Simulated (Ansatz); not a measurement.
The input, for Ansatz 0.2.0:

```yaml
crystal:
  periodic: [false, false, false]
  atoms:
    - {symbol: Si, position_ang: [0.000000, -0.296018, 1.638953]}
    - {symbol: O, position_ang: [0.000000, 0.465628, -2.794093]}
    - {symbol: H, position_ang: [0.000000, 1.189123, 2.013462]}
    - {symbol: H, position_ang: [0.000000, -0.331891, -3.330027]}
basis:
  gaussian: {orbitals: cc-pVDZ}
magnetization: {spin_polarized: true, initial_magnetization: 0}
correlation: {method: ccsdt_q, electrons: outside_noble_gas}
```

```sh
$ ansatz run in.yaml --threads 1 --pin off --events-out ev --progress --plain --max-ram 2816MiB --backend cpu
```

The program prints:

```
696 factors; integrals over basis functions are off by at most 2.1e-7 eV
mean field evaluation 1: about -9916.9495 eV, gradient 3.4e1 eV
mean field evaluation 2: about -9916.9610 eV, gradient 3.4e1 eV
mean field evaluation 4: about -9919.1684 eV, gradient 2.4e1 eV
mean field evaluation 8: about -9922.3654 eV, gradient 6.9e0 eV
mean field evaluation 16: about -9922.5877 eV, gradient 1.6e-3 eV
mean field evaluation 32: about -9926.8572 eV, gradient 7.7e0 eV
mean field evaluation 64: about -9927.3767 eV, gradient 2.3e-2 eV
mean field evaluation 96: about -9927.3224 eV, gradient 6.1e-1 eV
mean field evaluation 128: about -9919.1463 eV, gradient 2.4e1 eV
mean field evaluation 160: about -9927.3667 eV, gradient 3.6e-4 eV
...
mean field -9927.38357578 eV, -364.8246173876 hartree, gradient 1.3e-6 eV, S^2 1.021240; 32 other end points of the search recorded, 0 dependent functions left out
determinant -9927.38357578 eV, -364.8246173876 hartree, with singles and doubles -9934.25705357 eV, -365.0772130374 hartree
determinant -9927.36672847 eV, -364.8239982605 hartree, with singles and doubles -9934.24021259 eV, -365.0765941429 hartree
determinant -9927.35013823 eV, -364.8233885805 hartree, with singles and doubles -9934.22778512 eV, -365.0761374418 hartree
determinant -9927.33882901 eV, -364.8229729742 hartree, with singles and doubles -9934.21698167 eV, -365.0757404224 hartree
determinant -9925.06812868 eV, -364.7395262763 hartree, with singles and doubles -9931.90626417 eV, -364.9908231204 hartree
determinant -9925.06281887 eV, -364.7393311441 hartree, with singles and doubles -9931.91120072 eV, -364.9910045354 hartree
determinant -9925.06270779 eV, -364.7393270623 hartree, with singles and doubles -9931.91907221 eV, -364.9912938070 hartree
determinant -9925.06169343 eV, -364.7392897852 hartree, with singles and doubles -9931.91999121 eV, -364.9913275796 hartree
determinant -9925.03241511 eV, -364.7382138266 hartree, with singles and doubles -9931.77832095 eV, -364.9861212940 hartree
determinant -9925.02646229 eV, -364.7379950646 hartree, with singles and doubles -9931.77909167 eV, -364.9861496172 hartree
determinant -9922.58769783 eV, -364.6483721239 hartree, with singles and doubles -9932.36483940 eV, -365.0076754494 hartree
determinant -9927.38357578 eV, -364.8246173876 hartree, with singles and doubles -9934.25707734 eV, -365.0772139109 hartree
determinant -9927.36672847 eV, -364.8239982605 hartree, with singles and doubles -9934.24010823 eV, -365.0765903076 hartree
determinant -9927.35013823 eV, -364.8233885805 hartree, with singles and doubles -9934.22767389 eV, -365.0761333542 hartree
determinant -9927.33882901 eV, -364.8229729742 hartree, with singles and doubles -9934.21684611 eV, -365.0757354406 hartree
6 core orbitals not correlated: weight in the atoms' cores, before any rotation towards them, 1.000 or more for the frozen orbitals, at most 0.000 for the correlated occupied ones
reference -9927.38357578 eV, -364.8246173876 hartree; 6, 6 occupied and 30, 30 virtual orbitals, 696 factors
second order -5.81241967 eV of doubles, -0.00000000 eV of singles
...
cycle  74  -6.98589222 eV  change   -2.0e-7 eV  update   3.7e-6
cycle  75  -6.98589248 eV  change   -2.6e-7 eV  update   6.2e-6
cycle  76  -6.98589259 eV  change   -1.1e-7 eV  update   3.1e-6
cycle  77  -6.98589260 eV  change   -1.2e-8 eV  update   4.1e-6
cycle  78  -6.98589259 eV  change    1.5e-8 eV  update   2.4e-6
cycle  79  -6.98589234 eV  change    2.4e-7 eV  update   3.3e-6
cycle  80  -6.98589212 eV  change    2.2e-7 eV  update   2.7e-6
cycle  81  -6.98589205 eV  change    7.4e-8 eV  update   3.9e-6
cycle  82  -6.98589207 eV  change   -2.1e-8 eV  update   1.8e-6
cycle  83  -6.98589218 eV  change   -1.1e-7 eV  update   1.2e-6
perturbative correction -0.00805356 eV, -0.0002959628 hartree
Total energy: -9934.37752152 eV, -365.0816401528 hartree
```

The determinant's ⟨S²⟩ is 1.02 against 0.00 for a pure state.

Ran on 1 thread of AMD EPYC 7R13, shared host: 52 s wall, 0.41 GiB peak host memory.
